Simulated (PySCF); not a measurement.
H4N2, SMILES NN.

The structure is a stationary point at B3LYP-D3(BJ)/def2-TZVP.

Two levels are set side by side: TDDFT-PBE/def2-TZVPD (PySCF) and TDDFT-M06-2X/def2-TZVPD (PySCF). Vertical, same geometry. The lowest singlet is HOMO→LUMO 100 % with PBE and HOMO→LUMO 93 % with the other functional; states are paired by order. Differences are taken from unrounded values.

| quantity | TDDFT-M06-2X | TDDFT-PBE | TDDFT-PBE minus TDDFT-M06-2X |
|---|---|---|---|
| lowest singlet excitation (eV) | 6.30 | 5.41 | -0.89 |
| lowest triplet excitation (TDA) (eV) | 6.17 | 5.19 | -0.98 |
| first bright state (f over 0.05) (eV) | 8.60 | 7.45 | -1.16 |
| its oscillator strength | 0.10 | 0.07 | -0.03 |

Functionals without exact exchange tend to place singlet excitations lower, as here. Differences between two approximate levels are no errors against the true value.

Rough cost on one machine, each run with all the roots and properties that it gave: TDDFT-M06-2X against TDDFT-PBE about 10 times.
